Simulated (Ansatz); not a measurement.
Which method gave which barrier?

Saddle point of SiNH9O, singlet (SiH₄ + H₂O + NH₃ → SiH₄O ([OH][SiH3]) + NH₃ + H₂; bonds formed: Si1–O7, H2–H8, H6–N9; bonds broken: Si1–H2, H6–O7, H8–N9), PBE0-D4/def2-TZVP structure:

```json
{"atom": "Si1", "x (Å)": "-1.0869", "y (Å)": "0.0824", "z (Å)": "-1.0850"}
{"atom": "H2", "x (Å)": "0.5441", "y (Å)": "0.0983", "z (Å)": "-1.1219"}
{"atom": "H3", "x (Å)": "-1.1032", "y (Å)": "-1.0801", "z (Å)": "-2.0353"}
{"atom": "H4", "x (Å)": "-2.5873", "y (Å)": "0.0374", "z (Å)": "-0.7114"}
{"atom": "H5", "x (Å)": "-1.1230", "y (Å)": "1.3936", "z (Å)": "-1.8162"}
{"atom": "H6", "x (Å)": "0.4882", "y (Å)": "-0.0965", "z (Å)": "1.1707"}
{"atom": "O7", "x (Å)": "-0.8035", "y (Å)": "-0.0711", "z (Å)": "0.6840"}
{"atom": "H8", "x (Å)": "1.5436", "y (Å)": "0.0163", "z (Å)": "-0.0173"}
{"atom": "N9", "x (Å)": "1.6166", "y (Å)": "-0.0719", "z (Å)": "1.0365"}
{"atom": "H10", "x (Å)": "-1.6477", "y (Å)": "-0.1182", "z (Å)": "1.1423"}
{"atom": "H11", "x (Å)": "2.0893", "y (Å)": "-0.9266", "z (Å)": "1.3066"}
{"atom": "H12", "x (Å)": "2.0697", "y (Å)": "0.7364", "z (Å)": "1.4468"}
```

Computed with Ansatz 0.2.0 (basis: def2-TZVPP, with def2-QZVPP for the basis limit); correlated methods freeze the cores. Extrapolation: Hartree–Fock as exp(−7.88 √X), correlation as X^−2.97. Four methods, as single points on the PBE0-D4 structures, gave these electronic barriers from the start structure: 1.047, 1.184, 1.284, 1.890 eV.

Question: The methods were, in alphabetical order, BLYP-D4, HF, MP2, r2SCAN-D4. Which gave which? (A judgement: the text doesn't fix the answer.)

Answer: Computed: r2SCAN-D4 1.047; BLYP-D4 1.184; MP2 1.284; HF 1.890 eV. For comparison, CCSD(T) at an estimated basis limit (MP2 extrapolated from triple and quadruple zeta, plus CCSD(T) − MP2 in triple zeta) gives 1.331 eV.

T1 diagnostic: at most 0.011.

Labels in which every atom is bracketed show which atoms are joined, not bond orders.

For scale, one of the runs: CCSD(T)/def2-TZVPP, 230 basis functions, launched by `ansatz run in.yaml --threads 4 --pin off --events-out ev --progress --plain --max-ram 9574MiB`. The run took 17 s on 4 CPU threads of an AMD EPYC 9R45 (shared host), with 4 GiB of host memory at its peak.
